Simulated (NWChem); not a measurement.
Program: NWChem. System: CH (+1), charge 1, spin multiplicity 1, at a geometry optimised with PBE0/def2-SVP. The structure started from a generated list of species. Level: MP2/def2-TZVP, 1 core orbitals frozen.

The NWChem input:

```
start mol
memory heap 200 mb stack 900 mb global 1100 mb
charge 1
geometry units angstroms nocenter noautoz
  C      0.000000     0.000000     0.163891
  H      0.000000     0.000000    -0.983348
  symmetry group C2v
end
basis spherical
  * library def2-tzvp
end
scf
  rhf
  nopen 0
  maxiter 100
  thresh 1e-7
  semidirect memsize 60000000 filesize 0
end
mp2
  freeze core 1
end
task mp2 energy
```

Output (cleaned and shortened):

```
             Northwest Computational Chemistry Package (NWChem) 7.3.0
             --------------------------------------------------------

                                NWChem Input Module
                                -------------------

 Scaling coordinates for geometry "geometry" by  1.889725989
 (inverse scale =  0.529177249)

 Turning off AUTOSYM since
 SYMMETRY directive was detected!

                             Geometry "geometry" -> ""
                             -------------------------

 Output coordinates in angstroms (scale by  1.889725989 to convert to a.u.)

  No.       Tag          Charge          X              Y              Z
 ---- ---------------- ---------- -------------- -------------- --------------
    1 C                    6.0000     0.00000000     0.00000000     0.16389100
    2 H                    1.0000     0.00000000     0.00000000    -0.98334800

 Effective nuclear repulsion energy (a.u.)       2.7675693504

            Nuclear Dipole moment (a.u.)
            ----------------------------
        X                 Y               Z
 ---------------- ---------------- ----------------
     0.0000000000     0.0000000000    -0.0000037795

      Symmetry information
      --------------------

 Group name             C2v
 Group number             16
 Group order               4
 No. of unique centers     2

      Symmetry unique atoms

     1    2


 Summary of "ao basis" -> "" (spherical)
 ------------------------------------------------------------------------------
       Tag                 Description            Shells   Functions and Types
 ---------------- ------------------------------  ------  ---------------------
 *                         def2-tzvp                  on all atoms

 Summary of "ao basis" -> "ao basis" (spherical)
 ------------------------------------------------------------------------------
       Tag                 Description            Shells   Functions and Types
 ---------------- ------------------------------  ------  ---------------------
 C                         def2-tzvp                11       31   5s3p2d1f
 H                         def2-tzvp                 4        6   3s1p

                                 NWChem SCF Module
                                 -----------------

  ao basis        = "ao basis"
  functions       =    37
  atoms           =     2
  closed shells   =     3
  open shells     =     0
  charge          =   1.00
  wavefunction    = RHF
  use symmetry    = T
  symmetry adapt  = T

 Summary of "ao basis" -> "ao basis" (spherical)
 ------------------------------------------------------------------------------
       Tag                 Description            Shells   Functions and Types
 ---------------- ------------------------------  ------  ---------------------
 C                         def2-tzvp                11       31   5s3p2d1f
 H                         def2-tzvp                 4        6   3s1p

      Symmetry analysis of basis
      --------------------------

        a1         18
        a2          3
        b1          8
        b2          8

 Forming initial guess at       0.0s

      Superposition of Atomic Density Guess
      -------------------------------------

 Sum of atomic energies:         -38.17113740

 Renormalizing density from       7.00 to      6

      Non-variational initial energy
      ------------------------------

 Total energy =     -34.059762
 1-e energy   =     -48.220703
 2-e energy   =      11.393371
 HOMO         =      -0.797414
 LUMO         =      -0.636424

      Symmetry analysis of molecular orbitals - initial
      -------------------------------------------------

 !! scf_movecs_sym_adapt:   22 vectors were symmetry contaminated

  Symmetry fudging

 !! scf_movecs_sym_adapt:   22 vectors were symmetry contaminated

  Numbering of irreducible representations:

     1 a1          2 a2          3 b1          4 b2

  Orbital symmetries:

     1 a1          2 a1          3 a1          4 b1          5 b2
     6 a1          7 a1          8 b2          9 b1         10 a1
    11 a1         12 b2         13 b1

 Starting SCF solution at       0.1s

 ----------------------------------------------
         Quadratically convergent ROHF

 Convergence threshold     :          1.000E-07
 Maximum no. of iterations :          100
 Final Fock-matrix accuracy:          1.000E-09
 ----------------------------------------------

              iter       energy          gnorm     gmax       time
             ----- ------------------- --------- --------- --------
                 1      -37.8923558663  8.23D-01  5.46D-01      0.1
                 2      -37.9062815715  2.99D-01  2.32D-01      0.1
                 3      -37.9073014675  7.64D-02  5.63D-02      0.1
                 4      -37.9073896462  5.15D-03  3.12D-03      0.1
                 5      -37.9073944862  1.21D-05  6.42D-06      0.1
                 6      -37.9073944862  2.25D-09  9.71D-10      0.1

       Final RHF  results
       ------------------

         Total SCF energy =    -37.907394486215
      One-electron energy =    -53.443583794548
      Two-electron energy =     12.768619957920
 Nuclear repulsion energy =      2.767569350413

        Time for solution =      0.0s

       Symmetry analysis of molecular orbitals - final
       -----------------------------------------------

  Numbering of irreducible representations:

     1 a1          2 a2          3 b1          4 b2

  Orbital symmetries:

     1 a1          2 a1          3 a1          4 b2          5 b1
     6 a1          7 a1          8 a1          9 b1         10 b2
    11 a1         12 b1         13 b2

             Final eigenvalues
             -----------------

              1
    1  -11.8384
    2   -1.2422
    3   -0.8726
    4   -0.3307
    5   -0.3307
    6   -0.0927
    7    0.0244
    8    0.0807
    9    0.0869
   10    0.0869
   11    0.2783
   12    0.4728
   13    0.4728

                       ROHF Final Molecular Orbital Analysis
                       -------------------------------------

 Vector    2  Occ=2.000000D+00  E=-1.242208D+00  Symmetry=a1
              MO Center= -2.7D-16,  1.3D-16, -2.6D-01, r^2= 6.9D-01
   Bfn.  Coefficient  Atom+Function         Bfn.  Coefficient  Atom+Function
  ----- ------------  ---------------      ----- ------------  ---------------
     4      0.442271  1 C  s                  3      0.395530  1 C  s
     2     -0.220916  1 C  s                 33      0.157036  2 H  s

 Vector    3  Occ=2.000000D+00  E=-8.725587D-01  Symmetry=a1
              MO Center= -9.1D-17,  7.5D-17,  2.6D-01, r^2= 9.5D-01
   Bfn.  Coefficient  Atom+Function         Bfn.  Coefficient  Atom+Function
  ----- ------------  ---------------      ----- ------------  ---------------
     8      0.396660  1 C  pz                11      0.342855  1 C  pz
     4      0.305161  1 C  s                  3      0.234533  1 C  s
    33     -0.193148  2 H  s

 Vector    4  Occ=0.000000D+00  E=-3.306658D-01  Symmetry=b2
              MO Center= -8.0D-31,  1.8D-15,  1.1D-01, r^2= 1.3D+00
   Bfn.  Coefficient  Atom+Function         Bfn.  Coefficient  Atom+Function
  ----- ------------  ---------------      ----- ------------  ---------------
    10      0.428013  1 C  py                 7      0.401285  1 C  py
    13      0.362607  1 C  py

 Vector    5  Occ=0.000000D+00  E=-3.306658D-01  Symmetry=b1
              MO Center=  1.8D-15, -6.5D-31,  1.1D-01, r^2= 1.3D+00
   Bfn.  Coefficient  Atom+Function         Bfn.  Coefficient  Atom+Function
  ----- ------------  ---------------      ----- ------------  ---------------
     9      0.428013  1 C  px                 6      0.401285  1 C  px
    12      0.362607  1 C  px

 Vector    6  Occ=0.000000D+00  E=-9.274751D-02  Symmetry=a1
              MO Center= -1.4D-15, -3.1D-15, -1.2D+00, r^2= 2.8D+00
   Bfn.  Coefficient  Atom+Function         Bfn.  Coefficient  Atom+Function
  ----- ------------  ---------------      ----- ------------  ---------------
    34      2.035803  2 H  s                 14      0.637125  1 C  pz
     4     -0.626336  1 C  s                  5     -0.620965  1 C  s
     8      0.216529  1 C  pz                11      0.198709  1 C  pz

 center of mass
 --------------
 x =   0.00000000 y =   0.00000000 z =   0.14173852

 moments of inertia (a.u.)
 ------------------
           4.369856381615           0.000000000000           0.000000000000
           0.000000000000           4.369856381615           0.000000000000
           0.000000000000           0.000000000000           0.000000000000

  Mulliken analysis of the total density
  --------------------------------------

    Atom       Charge   Shell Charges
 -----------   ------   -------------------------------------------------------
    1 C    6     5.31   0.87  1.11  0.78  1.00  0.12  0.64  0.66  0.10  0.01  0.02  0.00
    2 H    1     0.69   0.24  0.40  0.04  0.02

       Multipole analysis of the density wrt the origin
       ------------------------------------------------

     L   x y z        total         open         nuclear
     -   - - -        -----         ----         -------
     0   0 0 0      1.000000      0.000000      7.000000

     1   1 0 0      0.000000      0.000000      0.000000
     1   0 1 0     -0.000000      0.000000      0.000000
     1   0 0 1     -0.617966      0.000000     -0.000004

     2   2 0 0     -2.893830      0.000000      0.000000
     2   1 1 0      0.000000      0.000000      0.000000
     2   1 0 1      0.000000      0.000000      0.000000
     2   0 2 0     -2.893830      0.000000      0.000000
     2   0 1 1      0.000000      0.000000      0.000000
     2   0 0 2     -3.324940      0.000000      4.028642

                   NWChem MP2 Semi-direct Energy/Gradient Module
                   ---------------------------------------------

  Basis functions       =     37
  Molecular orbitals    =     37
  Frozen core           =      1
  Frozen virtuals       =      0
  Active alpha occupied =      2
  Active beta occupied  =      2
  Active alpha virtual  =     34
  Active beta virtual   =     34
  Use MO symmetry       = T
  Use skeleton AO sym   = T

  AO/Fock/Back tols     =   1.0D-09  1.0D-09  1.0D-09

 GA uses MA = F    GA memory limited = T

 Available:
  local mem=  1.26D+08
 global mem=  1.44D+08
 local disk=  0.00D+00
  mp2_memr nvloc                    34
  nvloc new                    34
   1 passes of   2:        3145728                       6191                    164931.
   1 passes of   2: M    126154108           G      144176462           F     123008380.

 Semi-direct pass number   1 of   1  for RHF alpha+beta  at        0.1s
  vrange nnbf                   703
  mp2_eaftype                    10  avail_ma_in_mb                  1099
 EAF : mp2_eaftype filesize          10      82465.
  mp2_eaf for mointskh                     10
Node 0 wrote      0.4 Mb in      0.0 s     Agg I/O rate:  1751.5 Mb/s
 Done moints_semi at        0.3s
  mp2_eaftype                    10  avail_ma_in_mb                  1089
 EAF : mp2_eaftype filesize          10      82465.
  mp2_eaf for kh                    10
 Done maket at        0.3s
 Done multipass loop at        0.3s

          -------------------------------------------
          SCF energy                 -37.907394486215
          Correlation energy          -0.081975276439
          Singlet pairs               -0.073140861335
          Triplet pairs               -0.008834415104
          Total MP2 energy           -37.989369762654
          -------------------------------------------

          ---------------------------------------------------
                    Spin Component Scaled (SCS) MP2
          Same spin pairs                     -0.005889610069
          Same spin scaling factor             0.333333333333
          Opposite spin pairs                 -0.076085666370
          Opposite spin scaling fact.          1.200000000000
          SCS-MP2 correlation energy          -0.093266003000
          Total SCS-MP2 energy               -38.000660489215
          ---------------------------------------------------

 -----------------------
 Performance information
 -----------------------

 Timer overhead =  1.60D-07 seconds/call

               Nr. of calls         CPU time (s)                 Wall time (s)                GFlops
             ---------------    -------------------     ------------------------------   -------------------
Name         Min   Avg   Max    Min     Avg     Max     Min     Avg     Max   Mx/calls   Min     Max     Sum
mp2: moin     1     1     1   0.11    0.11    0.11     0.11    0.11    0.11    0.11      0.0     0.0     0.0
mp2: make     1     1     1   1.51E-3 1.51E-3 1.51E-3  1.51E-3 1.51E-3 1.51E-3 1.51E-3   0.0     0.0     0.0
mp2: tota     1     1     1   0.14    0.14    0.14     0.14    0.14    0.14    0.14      0.0     0.0     0.0

 The average no. of pstat calls per process was 3.00D+00
 with a timing overhead of 4.80D-07s

 Task  times  cpu:        0.2s     wall:        0.2s

 Total times  cpu:        0.3s     wall:        0.3s
```
